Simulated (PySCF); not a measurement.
**TDDFT excited states: C3H7OPS**

Species: C₃H₇OPS.
SMILES: `OCP1(=S)CC1`

Computed with PySCF 2.14.0, density-fitted response routines, TDDFT B3LYP/def2-SVPD, vertical, gas phase, core orbitals frozen in the response. One conformer (not necessarily the lowest) at the GFN2-xTB geometry, without solvent, vibrations or thermal averaging. Torsions of this conformer, `[OH:1][CH2:2][P:3]1(=[S:4])[CH2:5][CH2:6]1`: O1–C2–P3–S4 49°, H–O1–C2–P3 -53°.

**Question.** What does the calculation give for the low-lying excited states?

**Answer.** 

| state | E (eV) | λ (nm) | ν̃ (cm⁻¹) | f | \|μ\| (D) | main configurations (H = HOMO, L = LUMO) |
| --- | --- | --- | --- | --- | --- | --- |
| S1 | 4.98 | 248.8 | 40200 | 0.020 | 1.02 | H→L (93%) |
| S2 | 5.43 | 228.5 | 43770 | 0.028 | 1.17 | H-1→L (80%), H→L+1 (12%) |
| S3 | 5.56 | 223.2 | 44810 | 0.044 | 1.45 | H→L+1 (50%), H-1→L+1 (28%), H-1→L (12%) |
| S4 | 5.80 | 213.6 | 46810 | 0.038 | 1.31 | H-1→L+1 (52%), H→L+1 (26%) |
| S5 | 5.83 | 212.6 | 47050 | 0.014 | 0.78 | H→L+2 (77%), H-1→L+1 (9%) |
| S6 | 6.01 | 206.3 | 48460 | 0.025 | 1.04 | H→L+4 (57%), H→L+3 (25%) |
| S7 | 6.08 | 204.1 | 49010 | 0.018 | 0.88 | H→L+3 (55%), H→L+4 (32%) |
| S8 | 6.29 | 197.1 | 50740 | 0.027 | 1.06 | H-1→L+2 (89%) |

Triplets, Tamm–Dancoff:

```tsv
state	E (eV)	λ (nm)	main configurations (H = HOMO, L = LUMO)
T1	4.53	273.6	H→L (86%), H→L+2 (10%)
T2	4.82	257.4	H→L+1 (82%)
T3	4.95	250.5	H-1→L (81%), H-1→L+2 (10%)
```

The lowest singlet lies at 4.98 eV (249 nm, ultraviolet) and is weak; its leading configuration is HOMO→LUMO (93%). The strongest level in the table is S3 at 5.56 eV (223 nm, f = 0.044). Löwdin shares by element: HOMO sulfur 66%, carbon 15% or more, phosphorus 15%; LUMO sulfur 31%, carbon 22% or more, phosphorus 15% (atoms not listed hold the other 32%). Orbital energies (eV): HOMO-3 -9.14, HOMO-2 -8.27, HOMO-1 -6.77, HOMO -6.35, LUMO -0.31, LUMO+1 0.02, LUMO+2 0.37. The listed states span 1.31 eV, and the widest gap between neighbours is 0.44 eV (S1 to S2). Of the 8 states listed, 8 reach f = 0.01 and none stays under 0.0005. Singlets were solved by full linear response, triplets in the Tamm–Dancoff approximation.
